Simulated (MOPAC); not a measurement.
**C2HCl2F (SMILES FC=C(Cl)Cl): PM6-ORG**

Aim: the adiabatic ionisation energy of C2HCl2F at PM6-ORG, from 2 runs. 

The calculation is run with MOPAC 23.2.5.

1 further run of the same task is left out (set aside as unsound or not needed).

### Step 1. The system as given

C2HCl2F has 6 atoms, charge 0, and is taken as a singlet. As SMILES, `FC=C(Cl)Cl`. All atoms were displaced at random from a relaxed shape. The run starts from this shape.

Bond lengths: F1–C2 1.336 Å, C2–C3 1.355 Å, C3–Cl4 1.679 Å, C3–Cl5 1.714 Å, C2–H6 1.091 Å. Angles: F1–C2–C3 120.9°, C2–C3–Cl4 123.5°, C2–C3–Cl5 118.6°, Cl4–C3–Cl5 117.9°, F1–C2–H6 114.0°, C3–C2–H6 125.0°.

### Step 2. A geometry optimisation at PM6-ORG

File c2hcl2f.mop:

```
PM6-ORG DISP CYCLES=300 GNORM=0.05 GRADIENTS EF MULLIK AUX(PRECISION=6) THREADS=1
C2HCl2F optimise

F 0.388660 1 -1.460520 1 1.006265 1
C 0.316975 1 -0.174156 1 0.652227 1
C -0.271891 1 0.195343 1 -0.511027 1
Cl -0.992241 1 -0.889272 1 -1.570459 1
Cl -0.265527 1 1.854385 1 -0.942677 1
H 0.823760 1 0.504483 1 1.339838 1
```

Command:

```sh
$ mopac c2hcl2f.mop
```

c2hcl2f.out:

```text
MOPAC v23.2.5
PM6-ORG CALCULATION RESULTS
[...]
 *  GNORM      - EXIT WHEN GRADIENT NORM DROPS BELOW 0.050
[...]
           Empirical Formula: C2 H F Cl2  =     6 atoms
      MOLECULAR POINT GROUP   :   Cs
[...]
 CYCLE:     1 TIME:   0.008 TIME LEFT:  2.00D  GRAD.:    43.865 HEAT: -42.99803
[...]
 CYCLE:    21 TIME:   0.004 TIME LEFT:  2.00D  GRAD.:     0.039 HEAT: -43.94023
[...]
     SCF FIELD WAS ACHIEVED
[...]
                              SUM =        -43.94023 KCAL/MOL = FINAL HEAT OF FORMATION
          TOTAL ENERGY            =      -1257.84997 EV
          ELECTRONIC ENERGY       =      -3243.52246 EV
          CORE-CORE REPULSION     =       1985.67249 EV
          COSMO AREA              =        117.38 SQUARE ANGSTROMS
          COSMO VOLUME            =        104.28 CUBIC ANGSTROMS
          GRADIENT NORM           =          0.03925          =       0.01602 PER ATOM
          IONIZATION POTENTIAL    =         10.251017 EV
          HOMO LUMO ENERGIES (EV) =        -10.251 -0.285
          NO. OF FILLED LEVELS    =         15
          MOLECULAR WEIGHT        =        114.9343         POINT GROUP:  Cs
[...]
                             CARTESIAN COORDINATES
   1    F        0.350544612    -1.456836316     0.971895480
   2    C        0.342694008    -0.168370785     0.649163348
   3    C       -0.241563377     0.214139042    -0.489890996
   4   Cl       -0.975969635    -0.880306506    -1.544520525
   5   Cl       -0.289195549     1.839874032    -0.963268469
   6    H        0.839635979     0.436522889     1.394957146
           Empirical Formula: C2 H F Cl2  =     6 atoms
      MOLECULAR POINT GROUP   :   Cs
[...]
              NET ATOMIC CHARGES AND DIPOLE CONTRIBUTIONS
  ATOM NO.   TYPE          CHARGE      No. of ELECS.   s-Pop       p-Pop       d-Pop
    1          F          -0.184720        7.1847     1.97687     5.20785
    2          C           0.200409        3.7996     1.04456     2.75504
    3          C          -0.066576        4.0666     1.04128     3.02529
    4         Cl          -0.016485        7.0165     1.96174     5.04586     0.00889
    5         Cl          -0.030771        7.0308     1.96279     5.05931     0.00866
    6          H           0.098143        0.9019     0.90186
 DIPOLE           X         Y         Z       TOTAL
 POINT-CHG.     0.612     1.066     0.841     1.489
 HYBRID         0.110    -0.445     0.303     0.549
 SUM            0.722     0.620     1.144     1.488
[...]
 * JOB ENDED NORMALLY *
[...]
```

Run time: 0.08 s. Hardware: 1 thread of Intel Xeon 6975P-C (Granite Rapids), shared host.

Step by step:

```csv
step,energy from the first frame kept (eV),largest force (eV/Å)
0,0.0000,1.3111
1,-0.0153,0.8881
2,-0.0247,0.6039
3,-0.0284,0.3438
4,-0.0316,0.2457
5,-0.0352,0.3297
6,-0.0377,0.1040
7,-0.0394,0.1008
8,-0.0400,0.0609
9,-0.0403,0.0322
10,-0.0404,0.0254
11,-0.0405,0.0219
12,-0.0406,0.0195
13,-0.0406,0.0176
14,-0.0408,0.0323
15,-0.0408,0.0200
16,-0.0408,0.0123
17,-0.0409,0.0053
18,-0.0409,0.0031
19,-0.0409,0.0025
20,-0.0409,0.0010
```

After the run. Bond lengths: F1–C2 1.328 Å, C2–C3 1.336 Å, C3–Cl4 1.688 Å, C3–Cl5 1.694 Å, C2–H6 1.081 Å. Angles: F1–C2–C3 119.2°, C2–C3–Cl4 122.5°, C2–C3–Cl5 121.7°, Cl4–C3–Cl5 115.8°, F1–C2–H6 111.9°, C3–C2–H6 129.0°.

### Step 3. The doublet cation: a structure relaxation at PM6-ORG

File c2hcl2f.mop:

```
pm6-org cycles=300 disp charge=1 gnorm=0.05 uhf doublet aux(precision=9) threads=1
C2HCl2F charge 1

F      0.350545 +1    -1.456836 +1     0.971895 +1
C      0.342694 +1    -0.168371 +1     0.649163 +1
C     -0.241563 +1     0.214139 +1    -0.489891 +1
Cl    -0.975970 +1    -0.880307 +1    -1.544521 +1
Cl    -0.289196 +1     1.839874 +1    -0.963268 +1
H      0.839636 +1     0.436523 +1     1.394957 +1
```

Command:

```sh
$ mopac c2hcl2f.mop
```

c2hcl2f.out:

```text
MOPAC v23.2.5
PM6-ORG CALCULATION RESULTS
[...]
 *  GNORM      - EXIT WHEN GRADIENT NORM DROPS BELOW 0.050
[...]
           Empirical Formula: C2 H F Cl2  =     6 atoms
      MOLECULAR POINT GROUP   :   Cs
[...]
 CYCLE:     1 TIME:   0.008 TIME LEFT:  2.00D  GRAD.:   176.845 HEAT:  184.6478
[...]
 CYCLE:    14 TIME:   0.000 TIME LEFT:  2.00D  GRAD.:     0.028 HEAT:  178.1538
[...]
     SCF FIELD WAS ACHIEVED
[...]
                              SUM =        178.15379 KCAL/MOL = FINAL HEAT OF FORMATION
          TOTAL ENERGY            =      -1248.23595 EV
          ELECTRONIC ENERGY       =      -3253.26678 EV
          CORE-CORE REPULSION     =       2005.03083 EV
          COSMO AREA              =        116.62 SQUARE ANGSTROMS
          COSMO VOLUME            =        103.51 CUBIC ANGSTROMS
          GRADIENT NORM           =          0.02835          =       0.01157 PER ATOM
          IONIZATION POTENTIAL    =         16.144765 EV
          ALPHA SOMO LUMO (EV)    =        -16.145 -7.206
          BETA  SOMO LUMO (EV)    =        -16.627 -8.967
          NO. OF ALPHA ELECTRONS  =         15
          NO. OF BETA  ELECTRONS  =         14
          MOLECULAR WEIGHT        =        114.9343         POINT GROUP:  Cs
[...]
                             CARTESIAN COORDINATES
   1    F        0.340245691    -1.435034500     0.949039003
   2    C        0.345591598    -0.177467303     0.656276621
   3    C       -0.272286321     0.230724609    -0.549280180
   4   Cl       -0.960314556    -0.873695094    -1.518384108
   5   Cl       -0.281437402     1.808910568    -0.941847388
   6    H        0.841542662     0.460441451     1.392591044
           Empirical Formula: C2 H F Cl2  =     6 atoms
      MOLECULAR POINT GROUP   :   Cs
[...]
              NET ATOMIC CHARGES AND DIPOLE CONTRIBUTIONS
  ATOM NO.   TYPE          CHARGE      No. of ELECS.   s-Pop       p-Pop       d-Pop
    1          F          -0.049946        7.0499     1.97509     5.07486
    2          C           0.394807        3.6052     1.10384     2.50136
    3          C          -0.093315        4.0933     1.09158     3.00173
    4         Cl           0.314720        6.6853     1.96814     4.70624     0.01090
    5         Cl           0.296291        6.7037     1.96888     4.72428     0.01055
    6          H           0.137444        0.8626     0.86256
 DIPOLE           X         Y         Z       TOTAL
 POINT-CHG.     0.897     1.170     1.326     1.982
 HYBRID         0.027    -0.418     0.148     0.445
 SUM            0.924     0.751     1.474     1.895
[...]
                    (S**2)  =    0.757782
[...]
 * JOB ENDED NORMALLY *
[...]
```

It took 0.08 s on 1 thread of Intel Xeon 6975P-C (Granite Rapids), shared host.

Step by step:

```csv
step,energy from the first frame kept (eV),largest force (eV/Å)
0,0.0000,5.5046
1,-0.1914,3.1921
2,-0.2635,1.0267
3,-0.2716,0.9042
4,-0.2787,0.2734
5,-0.2795,0.3429
6,-0.2811,0.0456
7,-0.2814,0.0429
8,-0.2815,0.0370
9,-0.2816,0.0203
10,-0.2816,0.0064
11,-0.2816,0.0075
12,-0.2816,0.0038
13,-0.2816,0.0006
```

After the run. Bond lengths: F1–C2 1.291 Å, C2–C3 1.415 Å, C3–Cl4 1.622 Å, C3–Cl5 1.626 Å, C2–H6 1.093 Å. Angles: F1–C2–C3 118.2°, C2–C3–Cl4 119.9°, C2–C3–Cl5 119.2°, Cl4–C3–Cl5 120.9°, F1–C2–H6 114.7°, C3–C2–H6 127.1°.

### Step 4. Results

At PM6-ORG:

| quantity | value |
| --- | --- |
| run 1, PM6-ORG: total energy at the end | -46.22513 Eh |
| run 1, PM6-ORG: dipole moment | 1.49 D |
| run 1, PM6-ORG: HOMO energy | -10.25 eV |
| run 1, PM6-ORG: LUMO energy | -0.28 eV |
| run 1, PM6-ORG: HOMO–LUMO gap | 9.97 eV |
| run 1, PM6-ORG: dispersion energy | -35.05 kJ/mol |
| run 1, PM6-ORG: heat of formation | -43.9 kcal/mol |
| doublet cation: total energy at the end | -45.87183 Eh |
| doublet cation: HOMO energy (over α and β) | -16.14 eV |
| doublet cation: LUMO energy (over α and β) | -8.97 eV |
| doublet cation: dispersion energy | -33.42 kJ/mol |
| doublet cation: heat of formation | 178.2 kcal/mol |
| doublet cation: ⟨S²⟩ | 0.758 |
| adiabatic ionisation energy (to the doublet cation, no zero-point term) | 9.631 eV |

**Reading.** The adiabatic ionisation energy (to the doublet cation, no zero-point term) is 9.63 eV (222 kcal/mol). The optimisation (run 1, PM6-ORG) took 20 steps and changed the energy by -0.041 eV. The optimisation (doublet cation) took 13 steps and changed the energy by -0.282 eV.
